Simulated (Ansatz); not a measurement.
**How well does each level of theory give the bulk modulus of rhombohedral A7 Bi?**

Reference value: 32.1 GPa (measured, copied from a table, unchecked, extrapolated to 0 K and zero-point effects removed; as tabulated in Lejaeghere et al. (2013), arXiv:1204.2733).

Q: Put these levels in order of the bulk modulus that they give for rhombohedral A7 Bi, smallest first: BLYP (Ansatz, a quantum-chemistry and plane-wave program), PBE (Ansatz), PBE-D3(BJ) (Ansatz), RPBE (Ansatz).

A: BLYP (8.32 GPa), RPBE (14.8 GPa), PBE (25.5 GPa), PBE-D3(BJ) (37.3 GPa)

Unless a cell is named, each level is at its own relaxed cell (BLYP 42.75, PBE 36.92, RPBE 39.13, PBE-D3(BJ) 34.58 Å³/atom).

Errors against the reference: BLYP -74 %, PBE -21 %, RPBE -54 %, PBE-D3(BJ) +16.2 %.

Density-functional levels without +SOC have no spin–orbit coupling. PBE, BLYP, RPBE: the cell comes from a level without a dispersion term, which matters for the spacing of layers, chains or molecules. BLYP, RPBE: for a layered or molecular solid the relaxed cell lies over 5 % above the published volume, where the minimum can be shallow. Each level is taken at its own relaxed cell. Ansatz's density-functional and Hartree–Fock values are scalar-relativistic unless marked +SOC, with PAW data made under PBE.

Differences are worked out from the printed values.
